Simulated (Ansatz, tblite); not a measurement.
Removing an electron: AlH2(CH2SiH3) (CH7AlSi). Total charge 0; singlet. Geometry: r2SCAN-D4/def2-TZVP. Ansatz, gas phase; energy differences of separate SCF runs; the oxidised species was run as a doublet alone.

```xyz
10

Al   -1.670    0.334    0.587
H    -2.237    1.799    0.366
H    -2.189   -0.552    1.796
C    -0.313   -0.371   -0.618
Si    1.443   -0.034   -0.078
H    -0.423   -1.458   -0.709
H    -0.438    0.068   -1.616
H     1.678    1.432    0.043
H     1.701   -0.638    1.258
H     2.449   -0.580   -1.028
```

The xTB rows come from tblite.

| level | −HOMO (eV) | vertical IE (eV) | −LUMO (eV) | HOMO–LUMO gap (eV) |
| --- | --- | --- | --- | --- |
| GFN2-xTB | 10.39 | 13.39 | 6.01 | 4.39 |
| PBE0-D4/def2-TZVP | 8.09 | 10.07 | 1.48 | 6.61 |

(1) Estimate the rows for GFN1-xTB, r2SCAN-D4/def2-TZVP.

Results:

(1) 
```tsv
level	−HOMO (eV)	vertical IE (eV)	−LUMO (eV)	HOMO–LUMO gap (eV)
GFN1-xTB	11.43	14.27	5.95	5.49
r2SCAN-D4/def2-TZVP	7.15	9.90	1.91	5.23
```

Relaxing the oxidised species (r2SCAN-D4/def2-TZVP) changes its energy by -1.08 eV at PBE0-D4/def2-TZVP, so the adiabatic ionisation energy to this nearest minimum is 8.99 eV. On the way Al1–Si5 forms.  Run but left out: PBE-D4/def2-TZVP (charge +1 doublet: an occupied level 0.13 eV above an empty one).  Raw xTB energy differences between charge states are shifted by several eV; the methods need an empirical correction for them.
